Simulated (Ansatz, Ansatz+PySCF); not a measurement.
```xyz
3

O     0.0000    0.7716   -0.6580
H     0.0000    1.4671   -0.1009
Cl    0.0000   -0.4494    0.3156
```

RHF on singlet HClO was run in several spherical basis sets with Ansatz (development build ahead of 0.2.0). Caution for RHF: no unrestricted run beside it, a lower state can exist.

Rank the basis sets by the total energy that they give, lowest first, with the distance from the lowest.
A. 6-31G
B. cc-pVDZ
C. 6-31G(d)
D. cc-pVTZ
E. def2-SVP
F. def2-TZVP
G. STO-3G

D (0.00 eV), F (0.11 eV), B (1.41 eV), C (2.32 eV), A (4.26 eV), E (7.31 eV), G (163.93 eV).

Totals follow the description of the cores as much as that of the bonds, so this order isn't one of quality for chemistry.
